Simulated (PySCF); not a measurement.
Compound: C4H6O2 (charge +1 and doublet state).
Atom-mapped SMILES: `[O+:1]=[C:2]1[CH2:3][CH2:4][O:5][CH2:6]1` (hydrogens: H7, H8 on C3; H9, H10 on C4; H11, H12 on C6)

Structure used (PBE0-D3(BJ)/def2-SVP), in Å, numbered top down from 1:
```xyz
12
C4H6O2 angstrom
O      1.3081    1.6614    1.0000
C      0.6618    0.8387    0.4708
C      1.0067   -0.5099   -0.1143
C     -0.3764   -1.0616   -0.5125
O     -1.1262    0.1128   -0.7871
C     -0.9457    0.9946    0.2080
H      1.5866   -1.1149    0.6001
H      1.6551   -0.3033   -0.9865
H     -0.3633   -1.6793   -1.4175
H     -0.8354   -1.6195    0.3221
H     -1.3015    0.6666    1.2114
H     -1.2676    2.0131   -0.0466
```

The hyperfine couplings belong to this conformer and change with its torsions.

The calculation used UKS B3LYP, IGLO-III on C O, pcH-1 on H, non-relativistic, mean-field spin-orbit, GIAO (PySCF). Isolated species at its PBE0-D3(BJ)/def2-SVP geometry (one conformer only). Stability of the SCF solution: not tested.

(1) Give the principal g shifts and their parts.

(2) At 9.697 GHz, how far is the centre of the isotropic spectrum from where a free electron (g = 2.002319) resonates?

(3) Average each term over the three axes. Which is largest in size?

(4) In a frozen sample, at which fields do the three g values resonate at 9.5, 34, 94 and 263 GHz (hyperfine left aside), and which band first spreads them over more than twice a line width of 0.5 mT?

Answers

(1) 
```tsv
Δg (ppt)	1	2	3
relativistic mass correction	-0.29	-0.29	-0.29
gauge correction	0.04	0.02	0.01
orbital Zeeman/spin–orbit	-0.79	3.54	5.87
total	-1.04	3.28	5.59
```

So g = 2.00128, 2.00560, 2.00791 and g_iso = 2.00493; the tensor is rhombic: the two nearest values differ by 35 % of g3 − g1. Axes: g1 points within 7° of the C3–C4 bond.

(2) B = hν/(g μB) with μB/h = 13.99624 MHz/mT gives 346.01 mT for the free electron and 345.56 mT at g_iso, 0.45 mT lower.

(3) The orbital-Zeeman/spin–orbit term 2.88, the mass correction -0.29 and the gauge correction 0.02 ppt, for a total of 2.61 ppt. The orbital-Zeeman/spin–orbit term is the largest in size. The mass correction is the same along every axis, so the anisotropy comes from the other two: their spans along these axes are 0.03 (gauge) and 6.65 ppt (orbital Zeeman/spin–orbit).

(4) 
```
band    GHz  B(g3) mT  B(g2) mT  B(g1) mT  spread mT
   X    9.5    338.04    338.43    339.16       1.12
   Q   34.0   1209.83   1211.22   1213.84       4.01
   W   94.0   3344.82   3348.67   3355.90      11.08
   J  263.0   9358.38   9369.16   9389.37      30.99
```

The spread grows in proportion to the frequency. X band is the first where it exceeds 1.0 mT.

Largest spin populations (Mulliken): O1 (+0.44), O5 (+0.26), C3 (+0.14) and C6 (+0.13).

The HOMO–LUMO gaps are 6.45 eV among the α and 3.08 eV among the β orbitals.
